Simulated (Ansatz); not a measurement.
**One shape, several levels: AlHF (SMILES [F][AlH])**

Wanted: a comparison of 6 runs (UHF/STO-3G, U-r2SCAN/STO-3G, U-revPBE/STO-3G, U-wB97M-V/STO-3G, UMP2/STO-3G, UCCSDT/STO-3G) of AlHF. 

The calculation is run with Ansatz 0.2.0.

60 further runs of the same task are left out: 60 set aside as unsound or not needed.

**1. The molecule**

AlHF: 3 atoms, total charge 0, spin state doublet. As SMILES, `[F][AlH]`. The Al2–F1 distance was set to 3.312 Å, away from the relaxed value. At this shape a bond of the SMILES string is far longer than usual.

Bond lengths: Al2–H3 1.607 Å.

**2. A single-point energy at UHF/STO-3G (run 1)**

The input, in.yaml:

```yaml
crystal:
  periodic: [false, false, false]
  atoms:
    - {symbol: F, position_ang: [2.246736, 1.468416, 1.370721]}
    - {symbol: Al, position_ang: [-0.432500, 0.318000, -0.199500]}
    - {symbol: H, position_ang: [-0.485400, -1.276100, -0.399300]}
basis:
  gaussian: {orbitals: STO-3G}
magnetization: {spin_polarized: true, initial_magnetization: 1}
hamiltonian: {xc: hf}
accuracy: high
```

On the command line:

```
ansatz run in.yaml --threads 1 --pin off --max-ram 2610MiB --events-out events.jsonl --progress --plain --runs-dir runs
```

Standard output:

```text
Warning: RAYON_NUM_THREADS=1 ignored (pool sized by the plan → 1); use --threads N
Functional definition: HF
  name "HF"
  exchange = exact_x
  correlation = 0
224 factors; integrals over basis functions are off by at most 3.6e-8 eV
mean field evaluation 1: about -9173.9125 eV, gradient 7.7e0 eV
mean field evaluation 2: about -9173.9160 eV, gradient 7.7e0 eV
mean field evaluation 4: about -9174.5122 eV, gradient 3.0e1 eV
mean field evaluation 8: about -9183.4125 eV, gradient 5.8e-1 eV
mean field evaluation 16: about -9183.4284 eV, gradient 1.7e-4 eV
mean field evaluation 32: about -9183.4171 eV, gradient 1.5e-2 eV
mean field evaluation 64: about -9183.2387 eV, gradient 1.3e0 eV
mean field evaluation 96: about -9179.2686 eV, gradient 1.1e0 eV
mean field evaluation 128: about -9183.4147 eV, gradient 3.3e-2 eV
mean field evaluation 160: about -9179.1946 eV, gradient 2.5e0 eV
mean field evaluation 192: about -9183.4187 eV, gradient 1.9e-1 eV
mean field evaluation 224: about -9183.4284 eV, gradient 2.6e-8 eV
mean field -9183.42835919 eV, -337.4847674489 hartree, gradient 2.6e-8 eV, S^2 0.750037; 6 other end points of the search recorded, 0 dependent functions left out
reference -9183.42835919 eV, -337.4847674489 hartree; 12, 11 occupied and 3, 4 virtual orbitals, 224 factors
Total energy: -9183.42835919 eV, -337.4847674489 hartree
```

Run time: 0.2 s. Hardware: 1 thread of AMD EPYC 9R14 (Zen 4), shared host.

**3. A single-point energy at U-r2SCAN/STO-3G (run 2)**

The input, run.yaml:

```yaml
crystal:
  periodic: [false, false, false]
  atoms:
    - symbol: F
      position_ang: [2.246736, 1.468416, 1.370721]
    - symbol: Al
      position_ang: [-0.432500, 0.318000, -0.199500]
    - symbol: H
      position_ang: [-0.485400, -1.276100, -0.399300]
basis:
  gaussian:
    orbitals: STO-3G
magnetization:
  spin_polarized: true
  initial_magnetization: 1
hamiltonian:
  xc: {name: r2SCAN}
accuracy: high
```

On the command line:

```
ansatz run run.yaml --threads 1 --pin off --max-ram 2610MiB --events-out events.jsonl --progress --plain --runs-dir runs
```

Standard output:

```text
Warning: RAYON_NUM_THREADS=1 ignored (pool sized by the plan → 1); use --threads N
Functional definition: r2SCAN
  name "r2SCAN"
  parameter k0 = 0.174
  parameter k1 = 0.065
  parameter a1 = 4.9479
  exchange = r2scan_x(k0 = k0, k1 = k1, a1 = a1)
  correlation = r2scan_c
224 factors; integrals over basis functions are off by at most 3.6e-8 eV
mean field evaluation 1: about -9193.4281 eV, gradient 1.3e1 eV
mean field evaluation 2: about -8828.0279 eV, gradient 2.0e1 eV
mean field evaluation 4: about -9193.4508 eV, gradient 1.2e1 eV
mean field evaluation 8: about -8829.5821 eV, gradient 2.9e1 eV
mean field evaluation 16: about -9203.3188 eV, gradient 2.5e-1 eV
mean field evaluation 32: about -9203.2944 eV, gradient 4.7e-1 eV
mean field -9203.31972366 eV, -338.2157616105 hartree, gradient 2.7e-8 eV, S^2 0.752412; 3 other end points of the search recorded, 0 dependent functions left out
reference -9203.31972428 eV, -338.2157616333 hartree; 12, 11 occupied and 3, 4 virtual orbitals, 224 factors
Total energy: -9203.31972428 eV, -338.2157616333 hartree
```

Run time: 5.4 s. Hardware: 1 thread of AMD EPYC 9R14 (Zen 4), shared host; peak memory 0.22 GiB.

Runs 3 to 5 aren't shown in full; the table further down has their settings and results.

**4. The energy at UCCSDT/STO-3G (run 6)**

The input, in.yaml:

```yaml
basis:
  gaussian: {orbitals: STO-3G}
crystal:
  periodic: [false, false, false]
  atoms:
    - {symbol: F, position_ang: [2.246736, 1.468416, 1.370721]}
    - {symbol: Al, position_ang: [-0.432500, 0.318000, -0.199500]}
    - {symbol: H, position_ang: [-0.485400, -1.276100, -0.399300]}
magnetization: {spin_polarized: true, initial_magnetization: 1}
correlation: {method: ccsdt, frozen_orbitals: {Al: 5, F: 1, H: 0}}
accuracy: high
scf: {omitted_lower_state_checks: [cluster_reference, increment]}
```

On the command line:

```
ansatz run in.yaml --threads 1 --pin off --max-ram 2610MiB --events-out events.jsonl --progress --plain --runs-dir runs
```

Standard output:

```text
Warning: RAYON_NUM_THREADS=1 ignored (pool sized by the plan → 1); use --threads N
[... 17 lines left out ...]
6 core orbitals not correlated: weight in the atoms' cores, before any rotation towards them, 1.000 or more for the frozen orbitals, at most 0.000 for the correlated occupied ones
[... 79 lines left out ...]
Total energy: -9184.59031054 eV, -337.5274683734 hartree
Checks for a lower state left out: cluster_reference, increment
```

It took 0.86 s on 1 thread of AMD EPYC 9R14 (Zen 4), shared host.

**5. All runs side by side**

| run | level | frozen core orbitals | energy (Eh) | ⟨S²⟩ | wall time |
| --- | --- | --- | --- | --- | --- |
| 1 | UHF/STO-3G | – | -337.484767 | 0.750 | 0.2 s |
| 2 | U-r2SCAN/STO-3G | – | -338.215762 | 0.752 | 5.4 s |
| 3 | U-revPBE/STO-3G | – | -338.188363 | 0.752 | 2.3 s |
| 4 | U-wB97M-V/STO-3G | – | -338.302715 | 0.750 | 23 s |
| 5 | UMP2/STO-3G | 6 | -337.510479 | 0.750 | 0.26 s |
| 6 | UCCSDT/STO-3G | 6 | -337.527468 | 0.750 | 0.86 s |

**6. Results**

| quantity | value |
| --- | --- |
| run 6: total energy | -337.52747 Eh |
| run 6: correlation energy (6 core orbitals frozen) | -42.7 mEh |
| run 6: ⟨S²⟩ of the reference determinant | 0.750 |
| run 6: T1 diagnostic | 0.007 |

**Reading.** Below the UHF energy at the same shape and in the same basis (STO-3G): UMP2 -25.7 mEh; UCCSDT -42.7 mEh. Totals of different functionals can't be ranked against each other. In runs 1, 2, 3, 4, 5, 6 the basis is minimal, so the values are rough. All runs together took 32 s, the longest 23 s.
